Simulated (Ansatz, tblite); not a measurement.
**SiHMe3 (C3H10Si): rung by rung**

How do method and basis change the picture of SiHMe3 (C3H10Si) (singlet)?

Computed with Ansatz 0.2.0, Gaussian basis. Level: as each input shows.

The runs, in order: GFN1-xTB, GFN2-xTB, PBE-D4/def2-TZVP, r2SCAN-D4/def2-TZVP, r2SCANh-D4/def2-TZVP, ωB97M-V/def2-TZVP, CAM-B3LYP-D4/def2-TZVP, HF/def2-TZVP, revPBE-D4/def2-TZVP, LC-ωPBE/def2-TZVP, B3LYP-D4/def2-TZVP, PBE-D4/def2-SVP, PBE0-D4/def2-SVP, HF/6-31G, B3LYP-D4/6-31G, PBE0-D4/def2-TZVPD, PBE-D4/def2-TZVPD, r2SCAN-D4/def2-TZVPD, CCSD(T)/def2-TZVP, RPA/def2-TZVP.

## Step 1: The geometry

The geometry is that of the singlet, from an earlier relaxation (PBE-D4/def2-SVP).

14 atoms, charge 0, spin multiplicity 1.

Bond lengths: Si1–H2 1.512 Å, Si1–C3 1.894 Å, Si1–C7 1.894 Å, Si1–C11 1.894 Å, C3–H4 1.110 Å, C3–H5 1.110 Å, C3–H6 1.110 Å, C7–H8 1.109 Å, C7–H9 1.110 Å, C7–H10 1.109 Å, C11–H12 1.110 Å, C11–H13 1.109 Å, C11–H14 1.110 Å. Angles: H2–Si1–C3 108.7°, H2–Si1–C7 108.7°, H2–Si1–C11 108.7°, C3–Si1–C7 110.2°, C3–Si1–C11 110.2°, C7–Si1–C11 110.2°, Si1–C3–H4 111.2°, Si1–C3–H5 110.8°, Si1–C3–H6 111.2°, H4–C3–H5 107.8°, H4–C3–H6 107.8°, H5–C3–H6 107.8°, Si1–C7–H8 111.2°, Si1–C7–H9 110.8°, Si1–C7–H10 111.2°, H8–C7–H9 107.8°, H8–C7–H10 107.8°, H9–C7–H10 107.8° and more.

PBE0-D4/def2-TZVP was run before; its log isn't repeated, and its numbers join the tables.

## Step 2: GFN1-xTB

Tight binding, by tblite at 300 K electronic temperature and without a spin-polarisation term:

```python
tblite.interface.Calculator('GFN1-xTB', numbers, positions, charge=0, uhf=0).singlepoint()
```

Energy -369.7571 eV, HOMO -11.75 eV, LUMO -4.29 eV; 0.005 s.

## Step 3: GFN2-xTB

Tight binding, by tblite at 300 K electronic temperature and without a spin-polarisation term:

```python
tblite.interface.Calculator('GFN2-xTB', numbers, positions, charge=0, uhf=0).singlepoint()
```

Energy -359.9483 eV, HOMO -10.74 eV, LUMO -3.73 eV; 0.003 s.

## Step 4: PBE-D4/def2-TZVP

start.molden holds the orbitals of an earlier run on this state, given as this run's starting guess.

in.yaml reads:

```yaml
crystal:
  periodic: [false, false, false]
  atoms:
    - {symbol: Si, position_ang: [0.001561, 0.000962, 0.495998]}
    - {symbol: H, position_ang: [0.006465, 0.003904, 2.008115]}
    - {symbol: C, position_ang: [1.793948, 0.005356, -0.117012]}
    - {symbol: H, position_ang: [2.341071, 0.898991, 0.247791]}
    - {symbol: H, position_ang: [1.830191, 0.013690, -1.226520]}
    - {symbol: H, position_ang: [2.340797, -0.893921, 0.234189]}
    - {symbol: C, position_ang: [-0.902383, 1.550955, -0.111227]}
    - {symbol: H, position_ang: [-1.950943, 1.572046, 0.250763]}
    - {symbol: H, position_ang: [-0.924772, 1.584071, -1.220602]}
    - {symbol: H, position_ang: [-0.401448, 2.474078, 0.246354]}
    - {symbol: C, position_ang: [-0.892666, -1.556940, -0.105355]}
    - {symbol: H, position_ang: [-1.942883, -1.580446, 0.251693]}
    - {symbol: H, position_ang: [-0.389240, -2.475482, 0.260441]}
    - {symbol: H, position_ang: [-0.909689, -1.597252, -1.214619]}
basis:
  gaussian: {orbitals: def2-TZVP, initial_orbitals: start.molden}
hamiltonian: {xc: pbe, dispersion: d4}
scf: {omitted_lower_state_checks: [starts]}
output: {orbitals: {seedname: orbitals}}
```

Started as:

```sh
> ansatz run in.yaml --threads 4 --pin off --events-out ev --progress --plain --max-ram 3916MiB
```

The runs that follow: r2SCAN-D4/def2-TZVP; r2SCANh-D4/def2-TZVP; ωB97M-V/def2-TZVP; CAM-B3LYP-D4/def2-TZVP; HF/def2-TZVP; revPBE-D4/def2-TZVP; LC-ωPBE/def2-TZVP; B3LYP-D4/def2-TZVP; PBE-D4/def2-SVP; PBE0-D4/def2-SVP; HF/6-31G; B3LYP-D4/6-31G; PBE0-D4/def2-TZVPD; PBE-D4/def2-TZVPD; r2SCAN-D4/def2-TZVPD; CCSD(T)/def2-TZVP; RPA/def2-TZVP.

Before running them: what should the planned runs give, taken together? Wanted: gap in def2-TZVP, named functionals and Hartree-Fock, smallest and largest; correlation energy, CCSD(T)/def2-TZVP; binding an atom, CCSD(T)/def2-TZVP; PBE0 total energy, smallest basis above largest.

The runs gave:

| quantity | value |
| --- | --- |
| gap in def2-TZVP, named functionals and Hartree-Fock, smallest and largest | 7.49 eV (PBE-D4), 15.16 eV (HF) |
| correlation energy, CCSD(T)/def2-TZVP | -19.87 eV |
| binding an atom, CCSD(T)/def2-TZVP | 3.698 eV |
| PBE0 total energy, smallest basis above largest | 6.31 eV (def2-SVP, def2-TZVPD) |

What this shows: Over the named functionals and Hartree-Fock in def2-TZVP the gap runs from 7.49 eV (PBE-D4) to 15.16 eV (HF); exact exchange widens it. A small miss in a minimal or small basis is a cancelling of errors, not accuracy. The functionals in def2-TZVP miss CCSD(T)/def2-TZVP by +0.089 (revPBE-D4) to +0.153 eV (PBE-D4) an atom. CCSD(T)/def2-TZVP isn't at the basis-set limit; small misses against it rank nothing.
